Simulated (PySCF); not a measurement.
NO2, SMILES N(=O)[O] (connectivity only; charge and spin as stated), charge -1, multiplicity 1. Geometry: PBE-D3(BJ)/def2-TZVPD. The multiplicity is an assumed one; other spin states were not compared. The isomer is the one that the SMILES or the coordinates give; other isomers of the formula were not compared.

The numbers are results of PySCF with PBE-D3(BJ)/def2-TZVPD, not measurements.

Harmonic wavenumbers (cm⁻¹): 764, 1216, 1267. Rotational constants (GHz): 116.6, 13.56, 12.15; symmetry number 2.

Task: Work out the zero-point energy and the ideal-gas rigid-rotor harmonic-oscillator thermochemistry at 298.15 K and 1 atm.

Result: ZPE = ½ Σ hcν = ½ × 3247 cm⁻¹ = 19.42 kJ/mol. H − E(el) = 29.65 kJ/mol. Entropy in J/(mol K): translation 156.50, rotation 79.39, vibration 1.29, total 237.18. G − E(el) = -41.07 kJ/mol. Cp = 37.74 J/(mol K).
